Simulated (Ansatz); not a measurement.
Reaction (SMILES): C1C=C1 → 3 C atom + 4 H atom
B3LYP-D3(BJ)/def2-TZVP geometries, fixed; electronic energies without zero-point terms.
Largest species:
```xyz
7

C     -0.0054     0.0051     0.8609
C     -0.0002    -0.6463    -0.4958
C      0.0065     0.6404    -0.5035
H      0.9023     0.0040     1.4624
H     -0.9206     0.0134     1.4509
H     -0.0016    -1.5779    -1.0322
H      0.0147     1.5655    -1.0509
```
Charge 0, spin multiplicity 1.

Effect of the final integration grid (spheres per factor e of radius in core and valence, angular degree) at PBE/def2-TZVPP with Ansatz (a program for electronic structure), against the last row, where the atomisation energy is 701.86 kcal/mol. Open shells are unrestricted. The default's grid is 13, 11, 36.

```
setting                     largest shift of a total energy (mEh)  shift of the atomisation energy (kcal/mol)
--------------------------  -------------------------------------  ------------------------------------------
accuracy: medium (default)                                  0.000                                       0.000
final_grid: 4, 3, 11                                        3.049                                      -2.126
final_grid: 6, 5, 17                                        0.194                                      -0.137
final_grid: 8, 7, 23                                       -0.009                                       0.003
final_grid: 10, 9, 29                                       0.004                                      -0.002
final_grid: 18, 15, 47                                      0.000                                       0.000
final_grid: 26, 22, 59                                      0.000                                       0.000
```

Within 0.05 kcal/mol in the atomisation energy: accuracy: medium (default); final_grid: 8, 7, 23; final_grid: 10, 9, 29; final_grid: 18, 15, 47. The largest shift is 3.049 mEh in a total energy and 2.126 kcal/mol in the difference.
